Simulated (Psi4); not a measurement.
**A workflow on C2HClF (SMILES [H]/[C]=C(\F)Cl), part 1 of 2**

Aim: a geometry optimisation (UHF/cc-pVDZ), then the harmonic vibrations of C2HClF. 

The results are computed with Psi4 1.11.

**1. The system as given**

C2HClF has 5 atoms, charge 0, and is taken as a doublet. As SMILES, `[H]/[C]=C(\F)Cl`. The coordinates come from a GFN2-xTB relaxation. The run starts from this shape.

Bond lengths: C1–C2 1.280 Å, C2–F3 1.352 Å, C2–Cl4 1.746 Å, C1–H5 1.055 Å. Angles: C1–C2–F3 127.0°, C1–C2–Cl4 123.0°, F3–C2–Cl4 110.1°, C2–C1–H5 156.5°.

**2. A geometry optimisation at UHF/cc-pVDZ (density fitting) (run 1)**

The input, run.py:

```python
import psi4

psi4.set_memory('1600 MB')
psi4.set_num_threads(1)
psi4.core.set_output_file('run.log', False)

m = psi4.geometry("""
0 2
C      0.751550     0.212510     0.500250
C     -0.283090    -0.090670    -0.190290
F     -1.269540     0.744780    -0.586760
Cl    -0.603770    -1.709150    -0.760330
H      1.404850     0.842530     1.037140
""")

psi4.set_options({
    'reference': 'uhf',
    'geom_maxiter': 60,
})

energy_value, wavefunction = psi4.optimize("hf/cc-pVDZ", molecule=m, return_wfn=True)
print(f'total energy {energy_value:.8f} hartree = {energy_value * 27.211386:.5f} eV')
print(m.to_string(dtype='xyz', units='Angstrom'))
```

Launch:

```console
python run.py
```

run.log:

```text
gradient() will perform analytic gradient computation.

   => Loading Basis Set <=

    Name: CC-PVDZ
    Role: ORBITAL
    Keyword: BASIS

         ---------------------------------------------------------
                                   SCF
                              UHF Reference
                        1 Threads,   1525 MiB Core
         ---------------------------------------------------------

  ==> Geometry <==

    Molecular point group: c1
    Full point group: C1

    Geometry (in Angstrom), charge = 0, multiplicity = 2:

       Center              X                  Y                   Z               Mass
    ------------   -----------------  -----------------  -----------------  -----------------
         C            1.235183742623     0.760862474586     0.917730992478    12.000000000000
         C            0.200543742623     0.457682474586     0.227190992478    12.000000000000
         F           -0.785906257377     1.293132474586    -0.169279007522    18.998403162730
         CL          -0.120136257377    -1.160797525414    -0.342849007522    34.968852682000
         H            1.888483742623     1.390882474586     1.454620992478     1.007825032230

  Running in c1 symmetry.

  Rotational constants: A =      0.36920  B =      0.17419  C =      0.11835 [cm^-1]
  Rotational constants: A =  11068.47160  B =   5222.13597  C =   3548.12214 [MHz]
  Nuclear repulsion =  139.407243681931760

  Charge       = 0
  Multiplicity = 2
  Electrons    = 39
  Nalpha       = 20
  Nbeta        = 19

  ==> Algorithm <==

  SCF Algorithm Type is DF.
  DIIS enabled.
  MOM disabled.
  Fractional occupation disabled.
  Guess Type is SAD.
  Energy threshold   = 1.00e-08
  Density threshold  = 1.00e-08
  Integral threshold = 1.00e-12

  ==> Primary Basis <==

  Basis Set: CC-PVDZ
    Blend: CC-PVDZ
    Number of shells: 29
    Number of basis functions: 65
    Number of Cartesian functions: 69
    Spherical Harmonics?: true
    Max angular momentum: 2

   => Loading Basis Set <=

    Name: (CC-PVDZ AUX)
    Role: JKFIT
    Keyword: DF_BASIS_SCF

  ==> Integral Setup <==

  DFHelper Memory: AOs need 0.012 GiB; user supplied 1.118 GiB.
  SCF_SUBTYPE=INCORE selected. In-core MEM_DF algorithm will be used.
  Using in-core AOs.

  ==> MemDFJK: Density-Fitted J/K Matrices <==

    J tasked:                   Yes
    K tasked:                   Yes
    wK tasked:                   No
    Memory [MiB]:              1144
    Algorithm:                 Core
    Schwarz Cutoff:           1E-12
    Mask sparsity (%):       0.0000
    Fitting Condition:        1E-10

   => Auxiliary Basis Set <=

  Basis Set: (CC-PVDZ AUX)
    Blend: CC-PVDZ-JKFIT
    Number of shells: 117
    Number of basis functions: 345
    Number of Cartesian functions: 398
    Spherical Harmonics?: true
    Max angular momentum: 3

  Minimum eigenvalue in the overlap matrix is 2.4184115380E-03.
  Reciprocal condition number of the overlap matrix is 6.2444266613E-04.
    Using symmetric orthogonalization.

  ==> Pre-Iterations <==

  SCF Guess: Superposition of Atomic Densities via on-the-fly atomic UHF (no occupation information).

   -------------------------
    Irrep   Nso     Nmo
   -------------------------
     A         65      65
   -------------------------
    Total      65      65
   -------------------------

  ==> Iterations <==

                           Total Energy        Delta E     RMS |[F,P]|

   @DF-UHF iter SAD:  -634.51809494235056   -6.34518e+02   0.00000e+00
   @DF-UHF iter   1:  -635.07882056433186   -5.60726e-01   5.14548e-03 ADIIS/DIIS
   @DF-UHF iter   2:  -635.13222462463364   -5.34041e-02   2.94883e-03 ADIIS/DIIS
   @DF-UHF iter   3:  -635.14975368271450   -1.75291e-02   7.32794e-04 ADIIS/DIIS
   @DF-UHF iter   4:  -635.15321909768636   -3.46541e-03   3.13917e-04 ADIIS/DIIS
   @DF-UHF iter   5:  -635.15405992666047   -8.40829e-04   2.04294e-04 ADIIS/DIIS
   @DF-UHF iter   6:  -635.15460417736745   -5.44251e-04   1.67955e-04 ADIIS/DIIS
   @DF-UHF iter   7:  -635.15520914596982   -6.04969e-04   1.46637e-04 ADIIS/DIIS
   @DF-UHF iter   8:  -635.15609546065446   -8.86315e-04   1.11368e-04 ADIIS/DIIS
   @DF-UHF iter   9:  -635.15676887594634   -6.73415e-04   4.92090e-05 DIIS
   @DF-UHF iter  10:  -635.15680797819959   -3.91023e-05   2.10632e-05 DIIS
   @DF-UHF iter  11:  -635.15681856660274   -1.05884e-05   8.76970e-06 DIIS
   @DF-UHF iter  12:  -635.15681920209886   -6.35496e-07   4.26546e-06 DIIS
   @DF-UHF iter  13:  -635.15681947657038   -2.74472e-07   2.20050e-06 DIIS
   @DF-UHF iter  14:  -635.15681961186669   -1.35296e-07   6.64018e-07 DIIS
   @DF-UHF iter  15:  -635.15681961697260   -5.10590e-09   2.67509e-07 DIIS
   @DF-UHF iter  16:  -635.15681961725920   -2.86605e-10   1.43315e-07 DIIS
   @DF-UHF iter  17:  -635.15681961760129   -3.42084e-10   5.91204e-08 DIIS
   @DF-UHF iter  18:  -635.15681961765313   -5.18412e-11   2.09285e-08 DIIS
   @DF-UHF iter  19:  -635.15681961765938   -6.25278e-12   7.18853e-09 DIIS
  Energy and wave function converged.

  ==> Post-Iterations <==

   @Spin Contamination Metric:   1.558322444E-01
   @S^2 Expected:                7.500000000E-01
   @S^2 Observed:                9.058322444E-01
   @S   Expected:                5.000000000E-01
   @S   Observed:                5.000000000E-01

    Orbital Energies [Eh]
    ---------------------

    Alpha Occupied:

[... 47 lines left out ...]
    One-Electron Energy =               -1153.8057405469548939
[... 132 lines left out ...]
	                                 ==> Convergence Check <==
[... 113 lines left out ...]
   @DF-UHF iter   1:  -635.15964964215459    9.50218e-03   3.52671e-04 ADIIS/DIIS
[... 5 lines left out ...]
   @DF-UHF iter   7:  -635.16020377488371   -6.95500e-06   1.18855e-05 DIIS
[... 5 lines left out ...]
   @DF-UHF iter  13:  -635.16020939189764   -1.60981e-10   4.74038e-08 DIIS
[... 8 lines left out ...]
   @S^2 Expected:                7.500000000E-01
[... 15 lines left out ...]
    Nuclear Repulsion Energy =            140.0081578578191568
[... 28 lines left out ...]
 Dipole Z            :         -1.4572151            1.8268423            0.3696272
[... 165 lines left out ...]
   @DF-UHF iter   0:  -635.16422569279985   -6.35164e+02   2.44586e-03
[... 5 lines left out ...]
   @DF-UHF iter   6:  -635.16271339622006   -1.10300e-05   1.86439e-05 DIIS
[... 5 lines left out ...]
   @DF-UHF iter  12:  -635.16272705692813   -3.25542e-09   1.66413e-07 DIIS
[... 8 lines left out ...]
   @Spin Contamination Metric:   2.365447566E-01
[... 12 lines left out ...]
  @DF-UHF Final Energy:  -635.16272705721349
[... 31 lines left out ...]
 Dipole Y            :         -0.9928227            1.2280023            0.2351796
[... 164 lines left out ...]
                           Total Energy        Delta E     RMS |[F,P]|
[... 6 lines left out ...]
   @DF-UHF iter   5:  -635.16326260416031   -1.85272e-06   5.10057e-06 DIIS
[... 5 lines left out ...]
   @DF-UHF iter  11:  -635.16326340155513   -1.08867e-09   1.16455e-07 DIIS
[... 8 lines left out ...]
   @S^2 Expected:                7.500000000E-01
[... 15 lines left out ...]
    Nuclear Repulsion Energy =            140.3333372118567297
[... 28 lines left out ...]
 Dipole Z            :         -1.4548280            1.7438534            0.2890253
[... 165 lines left out ...]
   @DF-UHF iter   0:  -635.15874239946629   -6.35159e+02   6.88070e-04
[... 5 lines left out ...]
   @DF-UHF iter   6:  -635.16332083485054   -4.09558e-07   3.33128e-06 DIIS
[... 5 lines left out ...]
   @DF-UHF iter  12:  -635.16332121539085   -2.07592e-10   4.78212e-08 DIIS
[... 8 lines left out ...]
   @S^2 Observed:                9.863286242E-01
[... 15 lines left out ...]
    One-Electron Energy =               -1155.1490171993332297
[... 111 lines left out ...]
	                                 ==> Convergence Check <==
[... 82 lines left out ...]
   @DF-UHF iter   1:  -635.16329860669907    4.02189e-04   8.19493e-05 DIIS
[... 5 lines left out ...]
   @DF-UHF iter   7:  -635.16334016728831   -3.86278e-08   9.01352e-07 DIIS
[... 5 lines left out ...]
   @DF-UHF iter  13:  -635.16334019104352   -4.21778e-11   1.70917e-08 DIIS
[... 8 lines left out ...]
   @S   Expected:                5.000000000E-01
[... 15 lines left out ...]
    Two-Electron Energy =                 379.8892928605775410
[... 112 lines left out ...]
	Measures of convergence in internal coordinates in au.
[... 81 lines left out ...]
   @DF-UHF iter   2:  -635.16334827032813   -6.73023e-06   1.68566e-05 DIIS
[... 5 lines left out ...]
   @DF-UHF iter   8:  -635.16335022012527   -1.31763e-09   1.70576e-07 DIIS
[... 5 lines left out ...]
  Energy and wave function converged.
[... 9 lines left out ...]
    Final Occupation by Irrep:
[... 37 lines left out ...]
 Dipole X            :         -2.0229181            2.4340846            0.4111665
[... 94 lines left out ...]
	  Convergence Criteria     1.00e-06 *    3.00e-04 *             o    1.20e-03 *             o
[... 76 lines left out ...]
   @DF-UHF iter   4:  -635.16335151452324   -3.82457e-08   8.03185e-07 DIIS
[... 5 lines left out ...]
   @DF-UHF iter  10:  -635.16335152086504   -4.20641e-12   8.70076e-09 DIIS
[... 8 lines left out ...]
   @S   Observed:                5.000000000E-01
[... 32 lines left out ...]
    Beta Virtual:

      20A      0.082116    21A      0.175499    22A      0.198922
      23A      0.235410    24A      0.361694    25A      0.463696
      26A      0.618711    27A      0.643130    28A      0.653810
[... 11 lines of this table left out ...]
      62A      3.964186    63A      4.188674    64A      4.315608
      65A      4.551669

    Final Occupation by Irrep:
              A
    DOCC [    19 ]
    SOCC [     1 ]
    NA   [    20 ]
    NB   [    19 ]

  @DF-UHF Final Energy:  -635.16335152086504

   => Energetics <=

    Nuclear Repulsion Energy =            140.2297712421083986
    One-Electron Energy =               -1155.3286971790312236
    Two-Electron Energy =                 379.9355744160577046
    Total Energy =                       -635.1633515208650351

  UHF NO Occupations:
  HONO-2 :   18  A 1.9963832
  HONO-1 :   19  A 1.8833651
  HONO-0 :   20  A 1.0000000
  LUNO+0 :   21  A 0.1166349
  LUNO+1 :   22  A 0.0036168
  LUNO+2 :   23  A 0.0015516
  LUNO+3 :   24  A 0.0006299

Computation Completed

Properties will be evaluated at   0.000000,   0.000000,   0.000000 [a0]

Properties computed using the SCF density matrix

 Multipole Moments:

 ------------------------------------------------------------------------------------
     Multipole            Electronic (a.u.)      Nuclear  (a.u.)        Total (a.u.)
 ------------------------------------------------------------------------------------

 L = 1.  Multiply by 2.5417464519 to convert [e a0] to [Debye]
 Dipole X            :         -2.0204571            2.4308916            0.4104345
 Dipole Y            :         -1.0139318            1.2300870            0.2161552
 Dipole Z            :         -1.4464064            1.7425862            0.2961798
 Magnitude           :                                                    0.5503654

 ------------------------------------------------------------------------------------

	total time  =          1 seconds =       0.02 minutes

         ------------------------------------------------------------
                                   SCF GRAD
         ------------------------------------------------------------

  ==> Geometry <==

    Molecular point group: c1
    Full point group: C1

    Geometry (in Angstrom), charge = 0, multiplicity = 2:

       Center              X                  Y                   Z               Mass
    ------------   -----------------  -----------------  -----------------  -----------------
         C            1.301348461250     0.661584561061     0.933618297110    12.000000000000
         C            0.214866830028     0.412202264125     0.224759319242    12.000000000000
         F           -0.671879445543     1.335604231041    -0.091147597459    18.998403162730
         CL          -0.204764218434    -1.138617410936    -0.388001124799    34.968852682000
         H            1.716987395116     1.544270984563     1.388218724892     1.007825032230

  Nuclear repulsion =  140.229771242108399

   => Auxiliary Basis Set <=

  Basis Set: (CC-PVDZ AUX)
    Blend: CC-PVDZ-JKFIT
    Number of shells: 117
    Number of basis functions: 345
    Number of Cartesian functions: 398
    Spherical Harmonics?: true
    Max angular momentum: 3

  -Total Gradient:
     Atom            X                  Y                   Z
    ------   -----------------  -----------------  -----------------
       1        0.000012781826    -0.000054801590    -0.000002879729
       2       -0.000018343384     0.000065909121     0.000004216830
       3        0.000024104934    -0.000036788749     0.000006125145
       4        0.000007301736     0.000013952744     0.000006932983
       5       -0.000025845113     0.000011728470    -0.000014395230

	total time  =          0 seconds =       0.00 minutes

    			-----------------------------------------

    			 OPTKING 3.0: for geometry optimizations

    			        with contributions from

    			-----------------------------------------

	                            ===> Fragment 1 <==

	 Z (Atomic Numbers)          Masses                          Geom
	       6.000000            12.000000          2.45919219  1.25021363  1.76428289
	       6.000000            12.000000          0.40603946  0.77894939  0.42473356
	       9.000000            18.998403         -1.26966814  2.52392621 -0.17224400
	      17.000000            34.968853         -0.38694829 -2.15167507 -0.73321586
	       1.000000             1.007825          3.24463594  2.91824922  2.62335319

	 - Coordinate -           - BOHR/RAD -       - ANG/DEG -
	 R(1,2)           =         2.496381           1.321028
	 R(1,5)           =         2.034027           1.076361
	 R(2,3)           =         2.491851           1.318631
[... 6 lines of this table left out ...]
	 D(4,2,1,5)       =         3.141530         179.996409

	        --- Internal Coordinate Step in ANG or DEG, aJ/ANG or AJ/DEG ---
	-------------------------------------------------------------------------------
	           Coordinate      Previous         Force          Change          New
	           ----------      --------        ------          ------        ------
	               R(1,2)       1.32103        0.00023       -0.00000       1.32102
	               R(1,5)       1.07636        0.00005       -0.00000       1.07636
	               R(2,3)       1.31863        0.00036        0.00005       1.31868
[... 6 lines of this table left out ...]
	           D(4,2,1,5)     179.99641        0.00000        0.00228     179.99869
	-------------------------------------------------------------------------------

	                                 ==> Convergence Check <==

	Measures of convergence in internal coordinates in au.

	Criteria marked as inactive (o), active & met (*), and active & unmet ( ).

	----------------------------------------------------------------------------------------------
	   Step    Total Energy     Delta E     Max Force     RMS Force      Max Disp      RMS Disp
	----------------------------------------------------------------------------------------------
	  Convergence Criteria     1.00e-06 *    3.00e-04 *             o    1.20e-03 *             o
	----------------------------------------------------------------------------------------------
	     8    -635.16335152   -1.30e-06      6.33e-05 *    2.76e-05 o    7.11e-04 *    2.28e-04 o  ~
	----------------------------------------------------------------------------------------------

Next Geometry in Ang
	Fragment 1 (Ang)

	    C   1.3012209524   0.6617894271   0.9335780158
	    C   0.2147882864   0.4122424256   0.2247081459
	    F  -0.6720798052   1.3355725550  -0.0912719359
	   Cl  -0.2047007617  -1.1386917368  -0.3879711528
	    H   1.7173303505   1.5441319591   1.3884045459

    Final optimized geometry and variables:
    Molecular point group: c1
    Full point group: C1

    Geometry (in Angstrom), charge = 0, multiplicity = 2:

    C            1.301348461250     0.661584561061     0.933618297110
    C            0.214866830028     0.412202264125     0.224759319242
    F           -0.671879445543     1.335604231041    -0.091147597459
    CL          -0.204764218434    -1.138617410936    -0.388001124799
    H            1.716987395116     1.544270984563     1.388218724892

[set-up sections that repeat, and orbital energies of the middle runs, are left out above]
```

Standard output:

```text
Some dependencies such as QCElemental have not yet finished migration to pydantic v2. If issues are encountered please downgrade pydantic or upgrade QCElemental as appropriate
	Previous geometry is closer to target in internal coordinates, so using that one.

	Best geometry has RMS(Delta(q)) = 3.38e-07

	Previous geometry is closer to target in internal coordinates, so using that one.

	Best geometry has RMS(Delta(q)) = 5.04e-11

Optimizer: Optimization complete!
total energy -635.16335152 hartree = -17283.67513 eV
5
0 2 C2ClFH
C                     1.301348461250     0.661584561061     0.933618297110
C                     0.214866830028     0.412202264125     0.224759319242
F                    -0.671879445543     1.335604231041    -0.091147597459
Cl                   -0.204764218434    -1.138617410936    -0.388001124799
H                     1.716987395116     1.544270984563     1.388218724892
```

Wall time 14 s (1 thread of AMD EPYC 7B13 (Zen 3), shared host); peak memory 0.3 GiB.

The path in brief:

| step | energy from the first frame kept (eV) | largest force (eV/Å) |
| --- | --- | --- |
| 0 | 0.0000 | 2.8331 |
| 1 | -0.0922 | 0.9375 |
| 2 | -0.1608 | 0.8229 |
| 3 | -0.1753 | 0.5635 |
| 4 | -0.1769 | 0.1230 |
| 5 | -0.1774 | 0.0729 |
| 6 | -0.1777 | 0.0257 |
| 7 | -0.1777 | 0.0035 |

After the run. Bond lengths: C1–C2 1.321 Å, C2–F3 1.319 Å, C2–Cl4 1.719 Å, C1–H5 1.076 Å. Angles: C1–C2–F3 123.3°, C1–C2–Cl4 124.2°, F3–C2–Cl4 112.5°, C2–C1–H5 134.3°.

(Continued in part 2 of 2.)
